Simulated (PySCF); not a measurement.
Molecule: `C/C=C/C`, C₄H₈.

Bonds (- single, = double, # triple, : aromatic): C1-C2 1.493 Å, C2=C3 1.336 Å, C3-C4 1.493 Å. C1 carries H5, H6, H7; C2 carries H8; C3 carries H9; C4 carries H10, H11, H12. Stereochemistry as in C/C=C/C.

Spin–spin couplings on one PBE0-D3(BJ)/def2-SVP geometry, PySCF 2.14, gas phase, non-relativistic, equivalent pairs averaged (without the spin–dipole term); isotopes $^{13}$C, $^{1}$H; basis pcJ-1.

Reference values (Hz): $^{1}J$(C2,H8) = 148.7 (measured; liquid or solution (compiled); San Fabian, Garcia de la Vega, Suardiaz et al., Magn. Reson. Chem. 2013, 51, 775 (SI)).

Question: How do the couplings (Hz) change with the functional? Times are CPU seconds on shared hosts with different chips, so compare them loosely; the GGAs took longer than the global hybrids here, which isn't the general rule, and the cause wasn't traced.

Answer: 
```tsv
functional	functions	$^{1}J$(C2,H8)	abs. error	core-s
LDA	188	120.2	28.5	14
PBE	188	142.4	6.3	19
KT2	188	151.0	2.3	20
B3LYP	188	155.8	7.1	12
PBE0	188	147.9	0.8	18
B97-2	188	141.7	7.0	17
BHandHLYP	188	169.0	20.3	18
CAM-B3LYP	188	153.6	4.9	22
```

Errors compare magnitudes, without vibrational corrections. Closest: PBE0; furthest: LDA. Left out for a near triplet instability: HF/pcJ-1.
